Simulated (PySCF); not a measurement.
# Shieldings and the share of exact exchange

Molecule: `[AlH2][NH][SiH3]`, AlH6NSi.

Geometry (Å), atoms numbered from 1 in this order:
```xyz
9

Al    1.903   -0.110    0.043
N     0.212    0.004    0.620
Si   -1.272    0.067   -0.292
H     3.048   -0.128    1.140
H     2.152   -0.186   -1.520
H     0.080    0.051    1.630
H    -2.203   -1.052    0.065
H    -2.023    1.345   -0.075
H    -0.915   -0.042   -1.738
```

GIAO shieldings (ppm, equivalent atoms averaged) in PySCF 2.14.0 with density-fitted response routines on the PBE0-D3(BJ)/def2-SVP geometry, basis pcSseg-2, gas phase, non-relativistic:

```csv
functional,exact exchange (%),σ(Al1),σ(N2),σ(Si3)
BLYP,0,328.0,184.8,370.1
BP86,0,331.8,190.9,377.2
PBE,0,331.0,191.2,378.4
B3LYP,20,340.5,195.6,382.3
mPW1PW91,25,350.0,203.9,392.7
BHandHLYP,50,360.1,208.0,401.0
HF,100,398.8,224.5,435.7
```

(1) Fit each shielding as a line in the percentage of exact exchange.

(2) What does the line predict for PBE0 (25 %), and what does the run give?

## Answers

(1) σ(Al1) = 329.8 + 0.68 x (rms 2.4 ppm); σ(N2) = 189.9 + 0.36 x (rms 2.9 ppm); σ(Si3) = 374.4 + 0.60 x (rms 3.4 ppm). The functionals also differ in their semilocal parts, which the line can't hold; Hartree–Fock has no correlation at all.

(2) σ(Al1): 346.8 predicted, 348.4 computed; σ(N2): 198.9 predicted, 203.9 computed; σ(Si3): 389.4 predicted, 393.9 computed ppm.
